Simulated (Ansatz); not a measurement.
```xyz
9

C    -1.1132    1.4796    0.7042
C    -0.6033    0.5413   -0.0513
N    -0.1877   -0.3088   -0.8067
C     0.9255   -1.1848   -0.5101
H    -1.9167    1.2508    1.3911
H    -0.7401    2.4929    0.6435
H     0.5836   -2.2193   -0.5751
H     1.3590   -1.0056    0.4783
H     1.6928   -1.0459   -1.2739
```

Total charge 0; spin multiplicity 1.

(1) List the ωB97M-V/def2-TZVPP orbital energies in eV (Ansatz). (Best estimate.)

## Answers

(1) The calculation gave: Occupied: -395.15, -283.12, -282.47, -281.29, -29.24, -24.05, -22.39, -17.13, -15.84, -15.59, -15.21, -14.57, -12.27, -11.11, -8.80. Lowest empty: 2.39, 2.52, 3.37, 3.88, 4.78, 4.78, 4.84, 5.09.
